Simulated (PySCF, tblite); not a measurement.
**PH2F and 2 × water**

A gas-phase complex of PH2F and 2 × water; neutral, singlet. The structure comes from a short search (6 tight-binding starts) and was relaxed by PBE0-D3(BJ)/def2-SVPD; another way of binding may lie lower. No frequency run checks that it is a minimum.

Parts: 1 = PH2F (FP), atoms 1–4; 2 = water (O), atoms 5–7; 3 = water (O), atoms 8–10.

Coordinates in Å:
```
F1      0.164   -1.124    1.144
P2     -0.797    0.218    0.979
H3     -1.104    0.034   -0.398
H4      0.259    1.144    0.743
O5     -2.086    2.354    0.299
H6     -1.631    3.200    0.286
H7     -2.661    2.366    1.088
O8     -3.222    1.702    2.697
H9     -2.591    0.975    2.562
H10    -4.077    1.287    2.839
```

Contacts between parts, classed by geometry: H7···O8 1.828 Å (hydrogen bond, 152°); F1–P2···O5 2.586 Å (pnictogen bond, 170°); H9···P2 2.510 Å (hydrogen bond, 141°).

Interaction energies are complex less parts, with the parts frozen as they stand in it; counterpoise-corrected, in kcal/mol (PySCF).

Task: How strongly do the parts interact, level by level?

Result: 
| level | interaction | superposition error removed |
| --- | --- | --- |
| wB97M-D3(BJ)/def2-TZVPD | -13.39 | -0.29 |
| PBE0-D3(BJ)/def2-TZVPD | -14.92 | -0.27 |

Task: What holds them together? Decompose the wB97M-D3(BJ)/def2-TZVPD energy: frozen parts, their antisymmetrised product, then relaxation.

Result: electrostatic -29.3, Pauli repulsion +33.6, orbital relaxation -15.3, dispersion correction -2.7 kcal/mol, which sum to the value before the counterpoise correction; the Pauli term holds the exchange-correlation of the frozen density too. Of the attraction, 62 % is electrostatic, 32 % is orbital relaxation, 6 % is dispersion correction.

The parts were also relaxed and run alone, at the levels used for the complex: shieldings by PBE0/pcSseg-2.

Values alone: O5–H7 bond (Å): 0.961; shielding of H7 (ppm): 30.85; shielding of O8 (ppm): 328.9; shielding of P2 (ppm): 193.0; shielding of O5 (ppm): 328.9.

Task: How do these values change when the complex forms?

Result: 
| property | alone | in the complex | change |
| --- | --- | --- | --- |
| O5–H7 bond (Å) | 0.961 | 0.976 | +0.015 |
| shielding of H7 (ppm) | 30.85 | 26.23 | -4.62 |
| shielding of O8 (ppm) | 328.9 | 304.7 | -24.2 |
| shielding of P2 (ppm) | 193.0 | 253.0 | +60.0 |
| shielding of O5 (ppm) | 328.9 | 305.1 | -23.8 |
